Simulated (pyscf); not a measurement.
Thermochemistry of product channels of HB=O + ammonia (NH₃) on the singlet surface, in kcal/mol, from ωB97M-D3(BJ)/def2-TZVP energies (ideal gas, 1 atm, RRHO with modes under 100 cm⁻¹ raised to 100, one conformer, R ln 2 for chiral ones without a mode under 150 cm⁻¹). Optimised with ωB97X-D3(BJ)/def2-SVP in PySCF.

```json
[
 {"products": "H₂N–BH–OH", "ΔE": "[?]", "ΔH(298 K)": "-37.0", "ΔG(298 K)": "-27.4", "ΔG(1200 K)": "+0.8"},
 {"products": "H₂N–B=O + hydrogen (H₂)", "ΔE": "-11.2", "ΔH(298 K)": "-14.8", "ΔG(298 K)": "-14.1", "ΔG(1200 K)": "-14.4"}
]
```

Fill in the missing entries.


- H₂N–BH–OH, ΔE: -39.3

These are energies of the channels, which say nothing of barriers.
